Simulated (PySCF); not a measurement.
**Boron: a sound run and one with changed settings**

Sound run: B [He] 2s2 2p1, B⁺ [He] 2s2. Computed with PySCF 2.14 in 6-31G*, with no relativity, point nucleus. The sound run starts from symmetry-adapted Hartree-Fock orbitals and uses a fine grid where one is needed.

Changed run: initial guess 1e, at most 3 SCF cycles. This setting is unsound on purpose.

| species | method | sound run (hartree) | changed run (hartree) | converged |
| --- | --- | --- | --- | --- |
| B | UHF | -24.52197 | -24.52182 | no |
| B | MN15 | -24.61209 | -24.61209 | no |
| B | M06-L | -24.64401 | -24.64400 | no |
| B⁺ | UHF | -24.23404 | -24.23404 | no |
| B⁺ | MN15 | -24.32084 | -24.32084 | no |
| B⁺ | M06-L | -24.33056 | -24.33056 | no |

The SCF was stopped early; the energies are upper bounds that still move, and correlated levels were skipped or rest on poor orbitals.
